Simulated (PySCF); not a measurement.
**Bonding in `C[C@H]1C[C@H](C)C1`**

C₆H₁₂.
Numbering: `[CH3:1][C@H:2]1[CH2:3][C@H:4]([CH3:5])[CH2:6]1` (hydrogens: H7, H8, H9 on C1; H10 on C2; H11, H12 on C3; H13 on C4; H14, H15, H16 on C5; H17, H18 on C6)

Structure used (PBE0-D3(BJ)/def2-SVP), in Å, numbered top down from 1:
```xyz
18
C6H12 angstrom
C      2.2325    0.4038    0.6340
C      0.7323    0.4152    0.4424
C      0.1601    0.5371   -0.9864
C     -0.9211   -0.5067   -0.6213
C     -2.2681    0.0907   -0.2599
C     -0.0534   -0.9049    0.5956
H      2.7042   -0.3660    0.0010
H      2.5032    0.1877    1.6800
H      2.6796    1.3750    0.3674
H      0.2861    1.1899    1.0884
H     -0.1869    1.5292   -1.3175
H      0.8690    0.1508   -1.7362
H     -1.0623   -1.3050   -1.3679
H     -2.9416   -0.6711    0.1640
H     -2.1643    0.8944    0.4876
H     -2.7625    0.5229   -1.1444
H      0.5832   -1.7776    0.3784
H     -0.5738   -1.0852    1.5500
```

Bond orders from the PBE0/pcSseg-1 density (PySCF). One conformer (not necessarily the lowest) at the PBE0-D3(BJ)/def2-SVP geometry, without solvent, vibrations or thermal averaging.

Question: Where do the orders between heavy atoms depart from those drawn in the SMILES?

Answer: The largest departure is 0.052, at C1–C2 (drawn single, 1.052).

Question: Give the Mayer order of every bond, beside its length.

Answer: 
```json
{"bond": "C1–C2", "drawn as": "single", "length (Å)": "1.512", "Mayer order": "1.052"}
{"bond": "C2–C3", "drawn as": "single", "length (Å)": "1.544", "Mayer order": "0.979"}
{"bond": "C3–C4", "drawn as": "single", "length (Å)": "1.547", "Mayer order": "1.005"}
{"bond": "C4–C5", "drawn as": "single", "length (Å)": "1.517", "Mayer order": "1.021"}
{"bond": "C4–C6", "drawn as": "single", "length (Å)": "1.547", "Mayer order": "1.005"}
{"bond": "C6–C2", "drawn as": "single", "length (Å)": "1.544", "Mayer order": "0.979"}
{"bond": "C1–H7", "drawn as": "single", "length (Å)": "1.103", "Mayer order": "0.961"}
{"bond": "C1–H8", "drawn as": "single", "length (Å)": "1.102", "Mayer order": "0.963"}
{"bond": "C1–H9", "drawn as": "single", "length (Å)": "1.102", "Mayer order": "0.963"}
{"bond": "C2–H10", "drawn as": "single", "length (Å)": "1.103", "Mayer order": "0.937"}
{"bond": "C3–H11", "drawn as": "single", "length (Å)": "1.102", "Mayer order": "0.962"}
{"bond": "C3–H12", "drawn as": "single", "length (Å)": "1.102", "Mayer order": "0.946"}
{"bond": "C4–H13", "drawn as": "single", "length (Å)": "1.102", "Mayer order": "0.959"}
{"bond": "C5–H14", "drawn as": "single", "length (Å)": "1.102", "Mayer order": "0.964"}
{"bond": "C5–H15", "drawn as": "single", "length (Å)": "1.102", "Mayer order": "0.963"}
{"bond": "C5–H16", "drawn as": "single", "length (Å)": "1.102", "Mayer order": "0.964"}
{"bond": "C6–H17", "drawn as": "single", "length (Å)": "1.102", "Mayer order": "0.946"}
{"bond": "C6–H18", "drawn as": "single", "length (Å)": "1.102", "Mayer order": "0.962"}
```

By pair of heavy elements: C–C: lowest C2–C3 and C6–C2 (0.979, 1.544 Å), highest C1–C2 (1.052, 1.512 Å). Bonds named together lie within 0.004.

Question: Sum the orders of all bonds at each heavy atom with more than one neighbour and set the sums beside the valence in the SMILES.

Answer: C1 3.939 (drawn 4), C2 3.947 (drawn 4), C3 3.892 (drawn 4), C4 3.990 (drawn 4), C5 3.912 (drawn 4), C6 3.892 (drawn 4). Orders between atoms that aren't bonded are not in these sums.

Mayer orders depend on the basis set.
